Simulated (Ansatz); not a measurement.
Two isomers of C4H6S: A = `C1=CSCC1`, B = `C=CC(C)=S`.

Calculated with Ansatz (gas phase, PBE0-D4/def2-TZVP geometries, no zero-point term in ΔE). CCSD(T)/CBS is the MP2 limit (def2-TZVPP, def2-QZVPP) plus CCSD(T) − MP2 in def2-TZVPP, frozen cores. DFT in def2-TZVPP. B3LYP here is the variant with VWN-RPA as its local correlation; programs differ in this. One conformer a species, not always the lowest.

A:

Z-matrix (Å, degrees):
```
C
C 1 1.528
S 1 1.823 2 106.7
H 1 1.089 2 113.3 3 -120.2
H 1 1.092 2 110.9 3 117.0
C 2 1.500 1 106.3 3 -27.9
H 2 1.093 1 110.6 3 -150.8
H 2 1.099 1 110.8 3 90.9
C 3 1.749 1 90.3 2 23.3
H 6 1.083 2 122.4 1 -164.1
H 9 1.082 3 118.7 1 169.0
```

B:

```xyz
11

C    -0.0224    1.3445   -1.5341
C    -0.3872    0.4897   -0.5814
C     0.5380   -0.2320    0.2988
C    -0.1329   -1.1336    1.2845
S     2.1574   -0.0869    0.2326
H     1.0276    1.5548   -1.7090
H    -0.7591    1.8454   -2.1504
H    -1.4442    0.2908   -0.4194
H    -0.8284   -0.5559    1.9038
H    -0.7378   -1.8776    0.7535
H     0.5889   -1.6393    1.9210
```

Task: Which isomer does CCSD(T)/CBS put lower? Give the gap. (Estimate.)

Result: The calculation gave: A, by 54.1 kJ/mol.

Task: Give E(B) − E(A) in kJ/mol with MP2/def2-TZVPP, HF/def2-TZVPP, B3LYP-D4, r2SCAN-D4, ωB97M-V, B3LYP, B2PLYP. (An estimate is asked.)

Result: The calculation gave: MP2/def2-TZVPP 59.8, HF/def2-TZVPP 42.6, B3LYP-D4 40.6, r2SCAN-D4 53.1, ωB97M-V 57.9, B3LYP 37.5, B2PLYP 44.0. None reverses the order clearly.

Largest T1 diagnostic: 0.017.

From PBE to PBE0 (25 % exact exchange), in def2-TZVPP and without D4, E(B) − E(A) moves by +12.2 kJ/mol. In def2-TZVPP, CCSD(T) changes the Hartree–Fock value by +8.5 kJ/mol (the triples alone add −3.5 kJ/mol) and MP2 by +17.2 kJ/mol.
